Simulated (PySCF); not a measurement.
# Indirect couplings

Bonds (- single, = double, # triple, : aromatic): C1#C2 1.197 Å, C2-C3 1.442 Å, C3-C4 1.515 Å, C4=C5 1.328 Å, C5-C6 1.503 Å, C6-C3 1.561 Å. C1 carries H7; C3 carries H8; C4 carries H9; C5 carries H10; C6 carries H11, H12. Stereochemistry as in C#C[C@H]1C=CC1. H12 is cis to C2 on the ring; H11 is trans to C2 on the ring.

Indirect spin–spin couplings were computed at B3LYP/pcJ-1 (without the spin–dipole term) (PySCF 2.14) on a GFN2-xTB structure, for the isolated molecule, without vibrational or relativistic corrections. Couplings are averaged over pairs made equivalent by symmetry, fast rotation or ring inversion, so a value needn't be that of the named pair in this geometry, while other rotamers aren't included; one pair stands for each set, and the list holds a selection of those of at least 0.8 Hz over up to four bonds.

Isotopes: 13C, 1H.

```
   pair  bonds  J (Hz)
 C1, C2      1       ?
 C1, H7      1   262.0
 C2, C3      1    78.1
 C3, C4      1       ?
 C3, C6      1    27.3
 C3, H8      1   148.1
 C4, C5      1    63.8
 C4, H9      1   183.2
 C5, C6      1    33.8
C5, H10      1   177.5
C6, H11      1   143.6
C6, H12      1   149.0
 C2, C4      2       ?
 C2, H7      2       ?
 C4, H8      2       ?
C5, H12      2    -7.0
 C1, C4      3       ?
 C1, H8      3       ?
 C2, H9      3     0.9
C2, H12      3     3.9
C4, H11      3     7.8
 C5, H8      3     6.6
 C6, H9      3    12.3
H8, H11      3     5.1
H9, H10      3     3.3
H8, H10      4       ?
```

Estimate the withheld couplings, with signs.

Results:


- 1J(C1,C2) = 196.8 Hz (bond length 1.197 Å)
- 1J(C3,C4) = 33.3 Hz (bond length 1.515 Å)
- 2J(C2,C4) = -6.2 Hz (angle at C3 116°)
- 2J(C2,H7) = 51.4 Hz (angle at C1 179°)
- 2J(C4,H8) = -7.4 Hz (angle at C3 114°)
- 3J(C1,C4) = 2.6 Hz
- 3J(C1,H8) = 4.3 Hz
- 4J(H8,H10) = -1.9 Hz
